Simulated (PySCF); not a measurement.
Homolysis of single bonds, series SiH2(OH)-X. Isolated molecules, 0 K electronic values unless said otherwise. One relaxed conformer stands for each flexible species; it need not be the lowest. Strings in code marks are SMILES.

Calculation: PBE0-D4/def2-TZVP (PySCF 2.14.0). 

| species | highest occupied spin orbital (eV) |
|---|---|
| whole molecule (`C[SiH2]O` (C–Si–O–H torsion 70°)) | – |
| radical fragment (`[Br]`) | -8.76 |
| radical fragment (`[SiH2]N(C)C`) | -5.07 |
| whole molecule (`C([SiH2]O)#N`) | – |
| radical fragment (`N#[C]`) | -10.83 |
| radical fragment (`[SiH2]C#N`) | -7.21 |
| radical fragment (`[C](C)=O`) | -5.75 |
| radical fragment (`O[SiH2][S]` (H–O–Si–S torsion 49°)) | -7.60 |
